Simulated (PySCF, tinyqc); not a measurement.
Ways to converge the cycle: SCF convergence aids in the sto-6g basis, for LiH, spin multiplicity 1. Computed by the program tinyqc with PySCF. Command: `OMP_NUM_THREADS=1 python tinyqc.py 112162 112163 out.jsonl`; one thread of a shared host (Intel(R) Xeon(R) Processor @ 2.60GHz), about 0.7 s.

Geometry (angstrom):
```
atom       x       y       z
Li    0.0000  0.0000  0.0000
H     0.0000  0.0000  2.2620
```

lowest restricted solution found by these runs and by PySCF = -7.889708 hartree

RHF with one setting changed at a time; a run stops when the energy changes by less than 1e-09 hartree and the error matrix is below 1e-5. The start is random orbitals. Damping d keeps d of the old density; a shift (hartree) raises the virtual levels; DIIS n extrapolates F over n matrices.

Largest element of the error matrix X^T (FDS - SDF) X:
```
iteration    plain  damping 0.3  damping 0.6  shift 0.4   DIIS 3   DIIS 8
1          2.7e+00      2.7e+00      2.7e+00    2.7e+00  2.7e+00  2.7e+00
2          1.5e-01      7.7e-01      1.5e+00    3.6e-01  1.5e-01  1.5e-01
3          5.2e-02      2.5e-01      9.1e-01    1.2e-01  5.3e-02  5.3e-02
4          2.6e-02      8.4e-02      5.5e-01    8.6e-02  2.4e-02  2.4e-02
5          1.2e-02      3.2e-02      3.3e-01    7.0e-02  5.3e-03  8.2e-03
6          5.7e-03      2.1e-02      2.0e-01    5.8e-02  7.9e-04  2.2e-03
8          1.2e-03      8.4e-03      7.8e-02    3.7e-02  1.1e-04  1.3e-04
10         2.6e-04      3.3e-03      3.0e-02    2.1e-02  7.6e-06  1.0e-07
14         1.2e-05      5.0e-04      8.7e-03    6.6e-03        -        -
20               -      3.0e-05      2.1e-03    1.1e-03        -        -
30               -            -      1.8e-04    6.4e-05        -        -
45               -            -      4.9e-06          -        -        -
```

How each run ends:
```
run          iterations  E (hartree)         state
plain                15     -7.88971  lowest found
damping 0.3          24     -7.88971  lowest found
damping 0.6          45     -7.88971  lowest found
shift 0.4            39     -7.88971  lowest found
DIIS 3               11     -7.88971  lowest found
DIIS 8               10     -7.88971  lowest found
```

6 of 6 runs reach the lowest restricted solution found, in 10 to 45 iterations (fastest: DIIS 8). Plain steps already contract here, so damping only slows them. DIIS 3 and DIIS 8 gain by cancelling the error over several earlier matrices, much as a quasi-Newton step does. The restricted reference is unstable here: a spin-polarised solution lies 0.0081 hartree lower (PySCF), so results built on it describe a poor reference.
